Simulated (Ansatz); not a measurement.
## Hf, hcp: how the functional moves the structure

All rows: Ansatz, plane waves with scalar-relativistic PAW, 420 eV (500 eV for the SCAN forms), relaxed under each functional, no dispersion correction, no zero-point motion. B₀ comes from uniform scaling at fixed shape; a dash is a value not given.

The measured cell (COD entry 9008501) has a = 3.197 Å, c = 5.058 Å (c/a = 1.582), 22.38 Å³/atom.

```tsv
functional	V (Å³/atom)	cell	B₀ (GPa)	magnetic state
PBE	22.56	a = 3.205 Å, c = 5.074 Å (c/a = 1.583)	107	spin not included
PBEsol	21.62	a = 3.159 Å, c = 5.005 Å (c/a = 1.584)	114	spin not included
LDA	20.83	a = 3.118 Å, c = 4.948 Å (c/a = 1.587)	121	spin not included
revPBE	23.00	a = 3.225 Å, c = 5.106 Å (c/a = 1.583)	103	spin not included
RPBE	23.17	a = 3.233 Å, c = 5.118 Å (c/a = 1.583)	102	spin not included
BLYP	23.14	a = 3.232 Å, c = 5.115 Å (c/a = 1.582)	102	spin not included
```

**Question.** What does r²SCAN give?

**Answer.** V (Å³/atom): 22.38; cell: a = 3.199 Å, c = 5.051 Å (c/a = 1.579); B₀ (GPa): 111; magnetic state: spin not included.

**Question.** Which functional comes closest to the measured volume?

**Answer.** r²SCAN, off by 0.0 %. The measured value holds thermal expansion and zero-point motion, which the calculations lack.
